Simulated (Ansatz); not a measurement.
A made-up structure of CH3SSi, doublet:

C1  (-0.229, -0.136, -0.665)
Si2  (-0.271, 0.474, 1.085)
S3  (0.225, -1.477, 0.545)
H4  (-1.168, -0.328, -1.174)
H5  (0.861, -2.550, 1.089)
H6  (0.859, 1.342, 1.546)
(Å)

It is relaxed with PBE-D4/def2-SVP and then PBE0-D4/def2-TZVP (Ansatz 0.2.0). Atoms count as bonded within 1.22 times the sum of their covalent radii (H–H: 0.88 Å). The end point is not checked to be a true minimum.

Task: Does its bonding change? (Judge from chemistry; the calculation decides.)

Result: Computed: No: no bond forms or breaks.

Where it ends: The first stage lowers the energy by 2.60 eV in 9 steps. It ends as CH₃SSi ([CH]1[SiH][SH]1):
C1  (-0.381, -0.286, -0.348)
Si2  (-0.424, 0.722, 1.151)
S3  (-0.267, -1.636, 0.819)
H4  (-0.788, -0.479, -1.330)
H5  (1.063, -1.882, 0.750)
H6  (1.074, 0.887, 1.384)
(Å)

Labels in which every atom is bracketed show which atoms are joined, not bond orders.

For scale, one of the runs: PBE0-D4/def2-TZVP relaxation, 123 basis functions, launched by `ansatz run in.yaml --threads 2 --pin off --events-out ev --progress --plain --max-ram 4352MiB`. Hardware: 2 CPU threads of an Arm Neoverse V2, shared host. Wall time about 32 s.
